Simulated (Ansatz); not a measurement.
Input for Ansatz (development build ahead of 0.2.0):

```yaml
crystal:
  periodic: [false, false, false]
  atoms:
    - { symbol: F, position_ang: [0.0, 0.0, 0.0] }
    - { symbol: Na, position_ang: [0.94993, 1.26658, 2.74222] }
basis:
  gaussian: { orbitals: STO-3G }
total_charge: 1
magnetization:
  initial_magnetization: 1
hamiltonian:
  xc: hf
correlation:
  method: fci
  frozen_orbitals: { F: 1, Na: 1 }
```

The input is written out in the form of the current development build from the run's settings.

Output:

```yaml
Converged: yes
Total_energy: -257.81408 hartree
State: lowest doublet root, of any spatial symmetry
```
